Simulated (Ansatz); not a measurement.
# CH4Al2, SMILES [CH2]1[AlH][AlH]1: an active-space calculation

Computed with the Python package of Ansatz (0.2.0).

Script `ch4al2_cas.py`:
```python
'''Active-space calculation on CH4Al2.'''

import ansatz

system = (
    ansatz.Crystal.molecule()
    .atom('C', [-0.6027, -0.0059, -0.6023])
    .atom('Al', [-0.1189, 0.8584, 1.1071])
    .atom('Al', [0.9972, -0.9375, -0.2462])
    .atom('H', [-1.4939, -0.5726, -0.5649])
    .atom('H', [-0.5962, 0.7151, -1.5042])
    .atom('H', [-0.3122, 1.8882, 2.327])
    .atom('H', [2.1879, -2.0136, -0.5623])
)

model = (
    system.calculation()
    .basis(gaussian='cc-pVDZ')
    .correlation(active_electrons=6, active_orbitals=7)
)
for method in [None, 'sc_nevpt2']:
    report = (model if method is None else model.correlation(method)).run(threads=1, backend='cpu').report
    space = report['configurations']
    state = space['states'][0]
    print(method or 'casscf', f'total {report["free_energy_ev"] / 27.211386246:.6f} Ha, active-space state {state["energy"]["hartree"]:.6f} Ha, mean field {report["reference_energy_ev"] / 27.211386246:.6f} Ha')
    print('  determinants', state['n_determinants'], ' natural occupations', [round(n, 3) for n in space['natural_occupations']])
print('effectively unpaired electrons, sum of min(n, 2 - n):', round(sum(min(n, 2 - n) for n in space['natural_occupations']), 3))
```

Output of `python ch4al2_cas.py`:
```text
casscf total -523.995342 Ha, active-space state -523.995342 Ha, mean field -523.925848 Ha
  determinants 1225  natural occupations [1.977, 1.972, 1.968, 0.027, 0.023, 0.023, 0.009]
RunWarning: the results are in doubt because another end's mean lies 0.295 eV lower, and its corrected mean 0.154 eV higher
sc_nevpt2 total -524.188533 Ha, active-space state -523.984479 Ha, mean field -523.925848 Ha
  determinants 1225  natural occupations [1.981, 1.973, 1.898, 0.059, 0.041, 0.026, 0.023]
effectively unpaired electrons, sum of min(n, 2 - n): 0.296
```
(Warnings from the package without file and line.)

Total energies depend on the basis set; only differences at equal settings carry meaning. The geometry is a force-field or estimated start, not a minimum of this method, and the basis set is short of its limit. The active space starts as a window about the frontier orbitals and is then optimised, not chosen by chemistry. A lower CASSCF solution was found and passed over, so the printed active-space state isn't the lowest. The whole script took 16 s on 1 thread of Arm Neoverse V2, with other jobs on the host, peak memory 0.2 GiB.

(Lines on the test bed's own set-up are left out of the output.)
